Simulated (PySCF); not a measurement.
Compound: C₃H₅N₃.
SMILES with atom numbers: `[CH3:1][n:2]1[cH:3][n:4][cH:5][n:6]1` (hydrogens: H7, H8, H9 on C1; H10 on C3; H11 on C5)

All values: PBE0/def2-SVPD (PySCF, non-relativistic), on one gas-phase PBE0-D3(BJ)/def2-SVP geometry that isn't relaxed in the solvent. The solvent is an IEF-PCM continuum (van der Waals radii × 1.2). Only the electrostatic response of the medium enters.

Gas phase at PBE0/def2-SVPD: HOMO -7.71 eV, LUMO 0.03 eV, dipole 3.33 D.

Task: What does the continuum do to the energy, the frontier levels and the dipole at PBE0/def2-SVPD in chloroform and acetone?

Result: 
```csv
solvent,ε,E(solvent) − E(gas) (kJ/mol),polarisation term (kJ/mol),distortion of the solute (kJ/mol),HOMO (eV),LUMO (eV),dipole (D)
chloroform,4.711,-24.60,-28.11,3.51,-7.75,0.03,4.11
acetone,20.49,-32.95,-39.36,6.41,-7.77,0.01,4.38
```

Polarisation term: ½ Σ q·V over the induced surface charges. Distortion: the rise of the solute's own energy as its density leaves the gas-phase optimum. From chloroform to acetone the lowering changes by a factor 1.34, Onsager's factor (ε − 1)/(2ε + 1) by 1.30 and ε itself by 4.3.

Task: Which radius a makes the point-dipole formula ΔE = −[(ε − 1)/(2ε + 1)]·μ²/a³ give the value in acetone, with the gas-phase dipole?

Result: μ = 1.311 au and |ΔE| = 0.01255 Eh give a = 2.11 Å; the farthest nucleus lies 2.98 Å from the centroid of the nuclei, so such a sphere wouldn't even hold the nuclei. The formula assumes a rigid point dipole at the centre of a sphere.

Task: How does the static polarisability (PBE0/def2-SVPD, frozen core, with the continuum's full static response) change?

Result: 
| medium | isotropic (au) | principal values (au) | ⟨r²⟩ of the electrons (bohr²) |
| --- | --- | --- | --- |
| gas | 53.9 | 37.2, 56.9, 67.7 | 462.5 |
| chloroform | 66.2 | 45.1, 71.5, 82.1 | 462.2 |
| acetone | 71.1 | 48.9, 77.3, 87.2 | 462.1 |

The isotropic value in acetone is 1.32 times the gas-phase one; no cavity-field correction is applied. ⟨r²⟩ is taken about the centre of nuclear charge.

On one thread, Arm Neoverse V1, on a shared host, this took 14 s of wall time. This is the whole response run at PBE0/def2-SVPD in acetone, SCF included.
